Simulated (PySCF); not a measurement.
Work out the structure from these simulated measurements.

Elements present: C, H and O. Monoisotopic mass: 83.0139 u (electron mass counted); charge -1.

* 13C NMR: chemical shifts (computed TMS as zero) by class: 165.5 (1 C), 98.3 (1 C), 61.9 (1 C), 35.4 (1 C) ppm [GIAO B97-2/pcSseg-2]
* 1H NMR: chemical shifts (computed TMS as zero) by class: 2.67 (2 H), 1.25 (1 H) ppm [GIAO B97-2/pcSseg-2]
* NMR, other nuclei: isotropic shieldings of nuclei other than C and H, by class: -4 (2 O) ppm [GIAO B97-2/pcSseg-2]
* Rotational structure: rotational constants A, B, C: 7.802, 2.296, 2.101 GHz [PBE0-D3(BJ)/def2-SVP]
* Couplings: largest of the computed one-bond spin–spin couplings (means over like bonds): 13C–1H +259.7, 13C–13C +205.1, 13C–1H +136.5 (×2), 13C–13C +69.5, 13C–13C +36.0, 17O–13C +29.4 (×2) Hz [B3LYP/pcJ-1]

Electronic properties: PySCF, gas phase, density fitting. Levels stand in brackets. The structure is a single PBE0-D3(BJ)/def2-SVP conformer in the gas phase; no vibrational or solvent corrections. The geometry's basis has no diffuse functions, a weakness for an anion. No diffuse functions stand in pcJ-1 and pcSseg-2, which bears on an anion's orbital energies. NMR values are class means; diastereotopic atoms form classes of their own.

Task: Which formula fits the mass and the elements?

Result: C4H3O2 (calculated 83.0139). No other formula that holds each of these elements comes within 0.0003 u with a fitting electron parity and a possible valence count.

Task: Give a SMILES that accounts for the data.

Result: Numbering: `[CH:1]#[C:2][CH2:3][C:4](=[O:5])[O-:6]`. 4 carbons fall into 4 classes; from least to most shielded: carboxylate carbon [C4] (165.5 ppm), alkyne carbon [C2] (98.3 ppm), terminal alkyne carbon [C1] (61.9 ppm), sp3 carbon next to a carbonyl [C3] (35.4 ppm). Hydrogen classes from least to most shielded: 2 H on an sp3 carbon next to a carbonyl, C3 (2.67 ppm), 1 H on a terminal alkyne carbon, C1 (1.25 ppm). The other shieldings belong to: -4 ppm, carboxylate oxygen [O5/O6]. The couplings run between: +259.7 Hz, terminal alkyne carbon [C1] and its hydrogen; +205.1 Hz, terminal alkyne carbon [C1] and alkyne carbon [C2]; +136.5 Hz, sp3 carbon next to a carbonyl [C3] and its hydrogen (with 1 like pair); +69.5 Hz, alkyne carbon [C2] and sp3 carbon next to a carbonyl [C3]; +36.0 Hz, sp3 carbon next to a carbonyl [C3] and carboxylate carbon [C4]; +29.4 Hz, carboxylate oxygen [O5] and carboxylate carbon [C4] (with 1 like pair). By its constants the optimised geometry is an asymmetric top. Structure: `C#CCC(=O)[O-]`. Computed isomers that give other values at the same levels: `C=C=CC(=O)[O-]` (13C chemical shifts (computed TMS as zero) by class: 226.3 (1 C), 163.6 (1 C), 104.6 (1 C), 66.0 (1 C) ppm); `O=C([O-])C1C=C1` (13C chemical shifts (computed TMS as zero) by class: 178.1 (1 C), 121.2 (2 C), 25.4 (1 C) ppm); `[O-]c1ccco1` (rotational constant A: 9.164 GHz; this holds for the one conformer computed). The assignments are read from this structure; whether some other isomer fits the data as well wasn't checked.

Shape of the structure used: `[CH:1]#[C:2][CH2:3][C:4](=[O:5])[O-:6]`: C2–C3–C4–O5 92°.
